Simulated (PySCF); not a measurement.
## MHOH across the third period

Level: PBE0, basis family def2-TZVP, no relativity.

Each entry is the lowest minimum that a search over a few typed start shapes (and spin states, where more than one is plausible) found, or that minimum re-optimised at the stated level; isomers with ligand–ligand bonds, or fragments after loss of a ligand pair, can lie lower. Open shells are unrestricted; no spin–orbit coupling; PySCF with density fitting.

```json
{"molecule": "HAl(OH)", "2S+1": "2", "point group": "Cs", "mean bond to the central atom (Å)": "1.653", "gap (eV)": "–", "polar-tensor charge of the central atom": "0.69", "distinct angles (°)": "124/114", "lowest ω (cm⁻¹)": "417"}
{"molecule": "HSi(OH)", "2S+1": "1", "point group": "Cs", "mean bond to the central atom (Å)": "1.600", "gap (eV)": "4.57", "polar-tensor charge of the central atom": "0.72", "distinct angles (°)": "119/98", "lowest ω (cm⁻¹)": "637"}
{"molecule": "HP(OH)", "2S+1": "2", "point group": "Cs", "mean bond to the central atom (Å)": "1.537", "gap (eV)": "–", "polar-tensor charge of the central atom": "0.45", "distinct angles (°)": "110/94", "lowest ω (cm⁻¹)": "435"}
{"molecule": "HS(OH)", "2S+1": "1", "point group": "C1", "mean bond to the central atom (Å)": "1.503", "gap (eV)": "6.39", "polar-tensor charge of the central atom": "0.26", "distinct angles (°)": "107/99", "lowest ω (cm⁻¹)": "496"}
```

Left out of the table are members whose search was unfinished or whose lowest solution was spin-contaminated, unstable, very soft or bonded differently.
